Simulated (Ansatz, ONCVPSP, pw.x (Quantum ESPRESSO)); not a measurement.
# Equation-of-state test of one ONCV potential (tungsten)

tungsten (W), optimised norm-conserving Vanderbilt (ONCV), made with ONCVPSP 4.0.1.1 (patched build) (PBE, scalar-relativistic). Core [Kr] 4d10 4f14, reference 5s2 5p6 5d4 6s2. Waves: 5s+6s: rc 1.75 bohr, ncon 3, nbas 7, qcut 5.2 1/bohr, 2 projectors; 5p: rc 1.75 bohr, ncon 4, nbas 7, qcut 9.9 1/bohr, 2 projectors, debl 4 Ha; 5d: rc 2.70 bohr, ncon 5, nbas 10, qcut 6.3 1/bohr, 2 projectors, debl 1.7 Ha. Local part: polynomial inside 1.10 bohr (lpopt 5, dvloc0 4 Ha). Core correction: none.

Atomic tests: cutoffs needed: 28 Ha and 34 Ha (the cutoffs (Ha) at which the residual kinetic energy of the hardest occupied pseudo-wave falls to 1 and 0.1 mHa per electron); ghost test: no bound ghost flagged; GHOST(+) flagged for s at 88.7 eV; largest excitation error: -645 meV (all-electron minus pseudo) for 5s1 5p6 5d4 6s2, out of 4 test configurations.

Crystal test: bcc W in pw.x 7.5, no spin, 14³ k-points, Fermi–Dirac smearing 0.01 Ry, cutoffs 80/320 Ry. The reference is all-electron LAPW (Ansatz 0.2.0) with the same functional, mesh and smearing; V0 and B0 come from Birch–Murnaghan fits to the pressures at five volumes. Errors are pseudo minus all-electron; Δ is the rms difference of the E(V) curves that follow from these fits, minima aligned, over ±6 % about the mean V0. Mesh and smearing are coarse, so the numbers serve the comparison and aren't converged zero-temperature values; the lattice is a test structure that the element need not adopt.

```json
{"V (Å³/atom)": "15.323", "P all-electron (GPa)": "17.51", "P pseudo (GPa)": "13.27"}
{"V (Å³/atom)": "15.727", "P all-electron (GPa)": "8.35", "P pseudo (GPa)": "4.53"}
{"V (Å³/atom)": "16.130", "P all-electron (GPa)": "0.30", "P pseudo (GPa)": "-3.15"}
{"V (Å³/atom)": "16.533", "P all-electron (GPa)": "-6.79", "P pseudo (GPa)": "-9.90"}
{"V (Å³/atom)": "16.936", "P all-electron (GPa)": "-13.02", "P pseudo (GPa)": "-15.85"}
```

All-electron: a0 = 3.184 Å (V0 = 16.15 Å³/atom), B0 = 300.6 GPa.

Pseudopotential: mean pressure error (GPa): -3.49; a0 (Å): 3.172; a0 error (%): -0.39; B0 error (%): +0.1; Δ (meV/atom): 12.4.

Problem. At the middle volume, how do free energy and pressure move when the wave cutoff is lowered (ecutrho kept at four times it)?

Solution.

```csv
cutoff (Ry),shift of F (meV/atom),shift of P (GPa)
36,+2051.2,-48.43
48,+482.2,-21.01
64,+36.2,-2.68
```

The run at the middle volume (104 k-points, 8 iterations) took about 24 s on one core of a shared host (Neoverse-V1, 32 threads, 247 GiB, load 12).
